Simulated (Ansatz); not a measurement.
Input and output for C2H7NO, SMILES `NCCO`.

```yaml
crystal:
  periodic: [false, false, false]
  atoms:
    - {symbol: N, position_ang: [-0.556825, 1.037226, -0.606684]}
    - {symbol: C, position_ang: [-0.205696, 0.804173, 0.208699]}
    - {symbol: C, position_ang: [0.747385, -0.494765, 0.034309]}
    - {symbol: O, position_ang: [-0.158702, -1.832326, -0.459524]}
    - {symbol: H, position_ang: [-1.180705, 0.491051, -1.231784]}
    - {symbol: H, position_ang: [-1.617238, 1.737037, -0.765066]}
    - {symbol: H, position_ang: [0.243976, 1.337831, 0.944046]}
    - {symbol: H, position_ang: [-0.693970, 0.109355, 1.235926]}
    - {symbol: H, position_ang: [1.390502, -0.018526, -0.271479]}
    - {symbol: H, position_ang: [1.279546, -0.963102, 0.918851]}
    - {symbol: H, position_ang: [0.631728, -2.231071, -0.874306]}
basis:
  gaussian: {orbitals: cc-pVTZ-DK, nuclear_model: gaussian}
magnetization: {spin_polarized: true, initial_magnetization: 0}
hamiltonian: {xc: {name: BHLYP}, dispersion: d4}
output: {forces: true}
```

```sh
$ ansatz run in.yaml --threads 2 --pin off --events-out ev --progress --plain --max-ram 32768MiB --backend cpu
```

Shortened log:

```
Functional definition: BHLYP
1204 factors; their error is unknown
mean field evaluation 1: about -5694.2567 eV, gradient 5.8e1 eV
mean field evaluation 2: about -5687.7820 eV, gradient 6.8e1 eV
mean field evaluation 4: about -5706.9148 eV, gradient 3.7e0 eV
mean field evaluation 8: about -5706.9623 eV, gradient 9.3e-2 eV
mean field evaluation 16: about -5706.9669 eV, gradient 1.0e-4 eV
mean field -5706.96688757 eV, -209.7271647971 hartree, gradient 3.4e-5 eV, S^2 0.000000; 1 other end points of the search recorded, 0 dependent functions left out
reference -5706.96705493 eV, -209.7271709474 hartree; 17, 17 occupied and 201, 201 virtual orbitals, 1204 factors
Total energy: -5707.13152479 eV, -209.7332151034 hartree
Relativity: scalar
Atom 0 at    -0.556825     1.037226    -0.606684 Å, force   -39.605364    23.822566   -77.198451 eV/Å
Atom 1 at    -0.205696     0.804173     0.208699 Å, force    31.466674   -27.166074    76.123705 eV/Å
Atom 2 at     0.747385    -0.494765     0.034309 Å, force   -11.186948   -10.219575     8.790559 eV/Å
Atom 3 at    -0.158702    -1.832326    -0.459524 Å, force     4.286925     4.046254    -0.408487 eV/Å
Atom 4 at    -1.180705     0.491051    -1.231784 Å, force     2.294789    -1.117604     0.229483 eV/Å
Atom 5 at    -1.617238     1.737037    -0.765066 Å, force     3.176172    -0.125565     1.281812 eV/Å
Atom 6 at     0.243976     1.337831     0.944046 Å, force     2.410880     2.741855     1.423797 eV/Å
Atom 7 at    -0.693970     0.109355     1.235926 Å, force    -1.732825     0.658468    -0.928259 eV/Å
Atom 8 at     1.390502    -0.018526    -0.271479 Å, force    11.957604     6.665660    -9.125908 eV/Å
Atom 9 at     1.279546    -0.963102     0.918851 Å, force    -1.666690     0.941650    -0.363071 eV/Å
Atom 10 at     0.631728    -2.231071    -0.874306 Å, force    -1.401217    -0.247635     0.174819 eV/Å
Dipole moment:     0.225661     0.258779    -0.372166 e Å
```

Run time 23 s (2 threads of a server CPU on a shared host); peak host memory 0.61 GiB.
